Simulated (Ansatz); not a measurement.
# C₅H₁₂S: up Jacob's ladder to CCSD(T)

The task here is to estimate one member of a computed series from the others.

Method: functionals in def2-TZVPP, the program's frozen cores in correlated methods; program: Ansatz 0.2.0, Gaussian basis.

Plan: LDA (SPW92), PBE-D4, revPBE-D4, BLYP-D4, r2SCAN-D4, B97M-V, PBE0-D4, B3LYP-D4, r2SCANh-D4, r2SCAN0-D4, HSE06-D4, BHLYP-D4, CAM-B3LYP-D4, LC-ωPBE, ωB97X-V, ωB97M-V, B2PLYP, PBE-QIDH; CCSD(T)/def2-SVP; CCSD(T)/def2-TZVPP; MP2/def2-QZVPP; extrapolation to the limit; RPA on PBE.

### The geometry

The geometry comes from an earlier relaxation with PBE0-D4 in a triple-zeta def2 set; it is a stationary point, not always the lowest conformer.

18 atoms, charge 0, spin multiplicity 1.

Atoms are counted from 1 here; the program's logs count them from 0.

Bond lengths: C1–S2 1.795 Å, C1–H7 1.091 Å, C1–H8 1.091 Å, C1–H9 1.091 Å, S2–C3 1.833 Å, C3–C4 1.522 Å, C3–C5 1.524 Å, C3–C6 1.522 Å, C4–H10 1.092 Å, C4–H11 1.091 Å, C4–H12 1.095 Å, C5–H13 1.092 Å, C5–H14 1.094 Å, C5–H15 1.092 Å, C6–H16 1.091 Å, C6–H17 1.095 Å, C6–H18 1.092 Å. Angles: S2–C1–H7 112.1°, S2–C1–H8 112.1°, S2–C1–H9 105.9°, H7–C1–H8 110.0°, H7–C1–H9 108.2°, H8–C1–H9 108.2°, C1–S2–C3 103.3°, S2–C3–C4 111.0°, S2–C3–C5 104.0°, S2–C3–C6 110.9°, C4–C3–C5 110.0°, C4–C3–C6 110.7°, C5–C3–C6 110.0°, C3–C4–H10 111.7°, C3–C4–H11 111.0°, C3–C4–H12 109.8°, H10–C4–H11 108.4°, H10–C4–H12 107.3° and more.

Set-up of the first run:

Contents of in.yaml:

```yaml
crystal:
  periodic: [false, false, false]
  atoms:
    - {symbol: C, position_ang: [-1.429606, -1.550519, -1.180340]}
    - {symbol: S, position_ang: [-1.301421, 0.230683, -0.995013]}
    - {symbol: C, position_ang: [0.132482, 0.436624, 0.128392]}
    - {symbol: C, position_ang: [1.397880, -0.135522, -0.493321]}
    - {symbol: C, position_ang: [0.265025, 1.946706, 0.285457]}
    - {symbol: C, position_ang: [-0.139701, -0.205624, 1.480736]}
    - {symbol: H, position_ang: [-0.544746, -1.979616, -1.652255]}
    - {symbol: H, position_ang: [-1.624677, -2.049766, -0.230292]}
    - {symbol: H, position_ang: [-2.283701, -1.721351, -1.837012]}
    - {symbol: H, position_ang: [1.328770, -1.217077, -0.627621]}
    - {symbol: H, position_ang: [1.595970, 0.319585, -1.465374]}
    - {symbol: H, position_ang: [2.253870, 0.057827, 0.161262]}
    - {symbol: H, position_ang: [0.451404, 2.428179, -0.677229]}
    - {symbol: H, position_ang: [1.102636, 2.175282, 0.950284]}
    - {symbol: H, position_ang: [-0.640842, 2.379073, 0.716593]}
    - {symbol: H, position_ang: [-1.045986, 0.202480, 1.931615]}
    - {symbol: H, position_ang: [0.699807, -0.017320, 2.157813]}
    - {symbol: H, position_ang: [-0.254467, -1.288443, 1.397906]}
basis:
  gaussian: {orbitals: def2-TZVPP}
hamiltonian: {xc: lda}
output: {orbitals: {seedname: orbitals}}
```

Run with:

```
ansatz run in.yaml --threads 2 --pin off --events-out ev --progress --plain --max-ram 32768MiB --backend cuda --devices 0, --max-vram 18GiB
```

Steps of the session up to this table: LDA; PBE-D4 (GGA); revPBE-D4 (GGA); BLYP-D4 (GGA); r2SCAN-D4 (meta-GGA); B97M-V (meta-GGA); B3LYP-D4 (hybrid); r2SCANh-D4 (hybrid); r2SCAN0-D4 (hybrid); HSE06-D4 (hybrid); BHLYP-D4 (hybrid); CAM-B3LYP-D4 (range-separated); LC-ωPBE (range-separated); ωB97X-V (range-separated); ωB97M-V (range-separated); B2PLYP (double hybrid); PBE-QIDH (double hybrid).

One of the session's tables, all rows but one given; the rest of the session is left out.

It belongs to the step «Frontier levels by functional». 

```
  functional  HOMO (eV)  LUMO (eV)  gap (eV)
 LDA (SPW92)      -5.08      -0.05      5.02
      PBE-D4      -4.97       0.13      5.10
   revPBE-D4      -4.92       0.22      5.14
     BLYP-D4      -4.83       0.19      5.03
   r2SCAN-D4      -5.19       0.52      5.71
      B97M-V      -5.33       0.32      5.65
     PBE0-D4      -6.19       1.03      7.22
    B3LYP-D4      -5.97       0.72      6.68
  r2SCANh-D4      -5.65       0.86      6.51
  r2SCAN0-D4      -6.33       1.36      7.69
    HSE06-D4          ?          ?         ?
    BHLYP-D4      -7.29       1.67      8.96
CAM-B3LYP-D4      -7.54       1.83      9.37
     LC-ωPBE      -8.92       3.13     12.05
     ωB97X-V      -8.58       2.89     11.47
     ωB97M-V      -8.43       2.49     10.92
```

**Question.** Estimate the row for HSE06-D4.

The run gave: HOMO (eV): -5.78; LUMO (eV): 0.66; gap (eV): 6.44. In the column «HOMO (eV)» it lies between B3LYP-D4 (-5.97) and r2SCANh-D4 (-5.65).
